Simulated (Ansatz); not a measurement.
# Reading a saddle point

A first-order saddle point of SiH5ClO, closed shell, PBE0-D4/def2-TZVP, with one imaginary mode of 1324i cm⁻¹:

| atom | x (Å) | y (Å) | z (Å) |
| --- | --- | --- | --- |
| Si1 | -0.4621 | -0.2757 | -0.2659 |
| H2 | 1.0975 | -0.0267 | -0.9310 |
| H3 | -0.4297 | -1.7126 | -0.6106 |
| H4 | -1.6173 | -0.0931 | 0.6601 |
| Cl5 | -1.1614 | 0.9670 | -1.7845 |
| H6 | 1.2990 | 0.2089 | 0.1290 |
| O7 | 0.7234 | 0.0864 | 1.1167 |
| H8 | 0.5506 | 0.8458 | 1.6863 |

Program: Ansatz 0.2.0. Basis: def2-TZVPP and def2-QZVPP. Cores are frozen in the correlated methods. Extrapolation: Hartree–Fock as exp(−7.88 √X), correlation as X^−2.97.

(1) Which contacts change along the imaginary mode, and what lies on either side? (Judge from chemistry; the calculation decides.)

(2) Which side is lower, and how far does the saddle lie above each? (An estimate is asked for; the value comes from the calculation.)

The T1 diagnostic stays at or below 0.011.

## Answers

(1) Computed: The step is SiH₃Cl ([SiH3][Cl]) + H₂O → SiH₃ClO ([OH][SiH2][Cl]) + H₂, with the molecules in contact on both sides. Shortening one way: Si1–O7, H2–H6; lengthening the same way: Si1–H2, H6–O7.
```
  pair  one side (Å)  saddle (Å)  other side (Å)
Si1–O7          2.73        1.86            1.63
 H2–H6          2.98        1.10            0.75
Si1–H2          1.48        1.71            4.41
 H6–O7          0.96        1.15            2.64
```

(2) Computed: The side with Si1–O7, H2–H6 short is lower by 0.715 eV; the saddle lies 2.512 eV above it and 1.797 eV above the other (CCSD(T) at an estimated basis limit (MP2 extrapolated from triple and quadruple zeta, plus CCSD(T) − MP2 in triple zeta); electronic energies).

Labels in which every atom is bracketed show which atoms are joined, not bond orders.

For scale, one of the runs: CCSD(T)/def2-TZVPP, 185 basis functions, launched by `ansatz run in.yaml --threads 2 --pin off --events-out ev --progress --plain --max-ram 4352MiB`. Hardware: 2 CPU threads of an Arm Neoverse V1, shared host. Wall time 39 s; peak host memory 1.8 GiB.
